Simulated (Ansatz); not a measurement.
Geometry optimisation, RKS r2SCAN-D4/def2-SVP (Ansatz).

Input file:

```yaml
crystal:
  periodic: [false, false, false]
  atoms:
    - { symbol: Si, position_ang: [0.321807, 0.011604, -0.091581] }
    - { symbol: O, position_ang: [0.6992, -0.178127, 1.51759] }
    - { symbol: C, position_ang: [-0.238402, -0.372759, 2.559308] }
    - { symbol: H, position_ang: [-1.05177, -1.07604, 2.282077] }
    - { symbol: H, position_ang: [0.28544, -0.79481, 3.434062] }
    - { symbol: H, position_ang: [-0.703043, 0.582016, 2.873441] }
    - { symbol: H, position_ang: [1.723374, 0.12431, -0.4652] }
    - { symbol: H, position_ang: [-0.503606, 1.229533, -0.36757] }
    - { symbol: H, position_ang: [-0.4031, -1.169727, -0.663427] }
basis:
  gaussian: { orbitals: def2-SVP }
hamiltonian:
  xc: r2scan
  dispersion: d4
relax:
  f_tol: 0.03
  max_steps: 50
```

Run as:

```bash
$ ansatz run input.yaml --threads 2 --pin off --max-ram 3072MiB --backend cpu --events-out ev --progress --plain --runs-dir out
```

Question: Where does it end, and by what steps?

Answer: The run converged. The force dipped under the threshold on the way, but the program's further checks kept it going. After 7 steps the energy has fallen by 0.174 eV; H7 moved furthest, 0.29 Å.

| step | energy less start (eV) | largest force component (eV/Å) | accepted |
| --- | --- | --- | --- |
| 0 | 0.0000 | 1.045 | yes |
| 1 | -0.1525 | 0.259 | yes |
| 2 | -0.1657 | 0.140 | yes |
| 3 | -0.1710 | 0.216 | yes |
| 4 | -0.1733 | 0.071 | yes |
| 5 | -0.1741 | 0.005 | yes |
| 6 | -0.1744 | 0.038 | yes |
| 7 | -0.1744 | 0.018 | yes |

```xyz
9
Properties=species:S:1:pos:R:3
Si 0.384 0.022 -0.033
O 0.732 -0.271 1.568
C -0.261 -0.402 2.559
H -0.954 -1.239 2.344
H 0.230 -0.605 3.523
H -0.862 0.522 2.668
H 1.686 0.092 -0.746
H -0.364 1.310 -0.195
H -0.461 -1.074 -0.608
```

Whether the end is a true minimum wasn't checked by a vibrational analysis.

Run time: 5.7 s on 2 threads of AMD EPYC 9R45 96-Core Processor (Zen 5), with other jobs on the host, peak memory 0.17 GiB.
